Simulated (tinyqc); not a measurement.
Worked calculation: UHF in the sto-3g basis, for OH-, spin multiplicity 1. The basis has no diffuse functions, so it cannot describe the extra electron: this is an exercise in the method, not the real anion. One step of it, computed by the program tinyqc.

Problem. Iteration 2: DIIS coefficients. Solve [B -1; -1 0][c; lambda] = [0; -1] for the coefficients, which sum to one.

B (overlaps of the stored error matrices):
$$\begin{pmatrix}
4.0753325e-01 & 1.8689229e-01 \\
1.8689229e-01 & 1.5273786e-01
\end{pmatrix}$$

Give: DIIS coefficients.

Solution.

DIIS coefficients: [-0.1831, 1.1831]
